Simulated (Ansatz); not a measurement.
A calculation with Ansatz (development build ahead of 0.2.0).

```yaml
crystal:
  periodic: [false, false, false]
  atoms:
    - { symbol: P, position_ang: [0.0, 0.0, 0.50677] }
    - { symbol: F, position_ang: [0.0, 2.07579, -0.67569] }
    - { symbol: F, position_ang: [1.19846, -0.69193, -0.28154] }
    - { symbol: F, position_ang: [-1.19846, -0.69193, -0.28154] }
basis:
  gaussian: { orbitals: pcseg-2 }
magnetization:
  spin_polarized: true
hamiltonian:
  xc: hf
```

The input is written out in the form of the current development build from the run's settings.

Output:

```
Converged                       : yes
Total energy                    : -639.16660 hartree
Spin squared of the determinant : 0.709
Stability test                  : minimum
```

Caution: the unrestricted determinant is spin contaminated.
